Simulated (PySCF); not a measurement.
Molecule: `C=C[C@H](C)CF`, C$_{5}$H$_{9}$F.

Bonds (- single, = double, # triple, : aromatic): C1=C2, C2-C3, C3-C4, C3-C5, C5-F6. C1 carries H7, H8; C2 carries H9; C3 carries H10; C4 carries H11, H12, H13; C5 carries H14, H15. Stereochemistry as in C=C[C@H](C)CF. H7 is cis to C3; H15 is pro-R; H14 is pro-S; H8 is trans to C3.

Frames of a GFN2-xTB Langevin trajectory at 600 K; GIAO PBE0/pcSseg-1 shieldings in PySCF 2.14.0 with density-fitted response routines, gas phase, non-relativistic; equivalent atoms averaged within each frame.

δ = σ(ref) − σ, references computed at the same level: 13C (σ = 186.93 ppm) and 1H (σ = 31.72 ppm) vs TMS; 19F (σ = 170.95 ppm) against CFCl3. The references are static minima.

How do the shifts (ppm) fluctuate along the trajectory?

Answers


```
         time (fs)     C2     C1    C5    C3    C4      F6    H8    H9   H15    H7
optimised geometry  150.6  120.4  91.1  47.1  19.4  -265.7  5.33  6.50  4.73  5.39
               250  156.0  124.5  82.8  39.4  23.8  -259.6  6.88  5.74  5.25  4.66
               425  161.5  133.6  85.2  31.9  27.2  -262.2  7.77  6.84  4.26  5.90
               625  154.9  136.5  92.9  40.7  20.1  -268.4  6.86  5.77  4.61  6.26
               800  150.1  118.1  89.8  42.1  28.4  -254.4  4.89  7.13  4.50  6.29
              1000  154.3  125.8  85.2  45.9  20.1  -273.0  5.58  6.57  4.75  6.66
    mean of frames  155.4  127.7  87.2  40.0  23.9  -263.5  6.40  6.41  4.67  5.95
standard deviation    4.1    7.4   4.1   5.1   3.9     7.3  1.15  0.63  0.37  0.77
```

5 frames give an uncertainty of the mean of about the standard deviation over 2.2 at best, since frames this close in time may not be independent; classical motion lacks zero-point vibration, and the reference would need the same averaging.
